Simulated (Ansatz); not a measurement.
α-phase Ga was calculated with BLYP in Ansatz (plane waves, PAW).

Numerical settings: plane-wave cutoff 520 eV, 14×14×12 k mesh (along the axes of the cell as run), Fermi–Dirac smearing 0.05 eV, scalar-relativistic PAW data made under PBE.

The volume scan:

```
V (Å³/atom)  E − E_lowest (meV/atom)  P (GPa)
-----------  -----------------------  -------
21.698                          3.83    1.406
22.150                          0.94    0.665
22.603                          0.00    0.015
23.055                          0.78   -0.553
23.507                          3.05   -1.048
```

Question: Estimate the bulk modulus from the pressures at 22.150 and 23.055 Å³/atom, and compare it with a fit to all energies.

Answer: B = −V dP/dV. Between V = 22.150 and 23.055 Å³/atom, dP/dV = (-0.553 − (0.665))/(23.055 − 22.150) = -1.35 GPa per Å³/atom; at the midpoint 22.602 Å³/atom this gives B ≈ 30.4 GPa. The third-order Birch–Murnaghan fit gives V0 = 22.614 Å³/atom, B0 = 30.2 GPa, B′ = 5.7, which lies within 1 % of that estimate.

Shape and atoms are relaxed at each volume.

Note: the cell is over a tenth larger than the published one: the level's own overestimate first of all, though another phase or state, or a fault of the published cell, is possible; the bulk modulus comes from volumes at which shape and atoms were relaxed.

Static lattice: no zero-point or thermal effects.

Ansatz is a quantum-chemistry and plane-wave program.
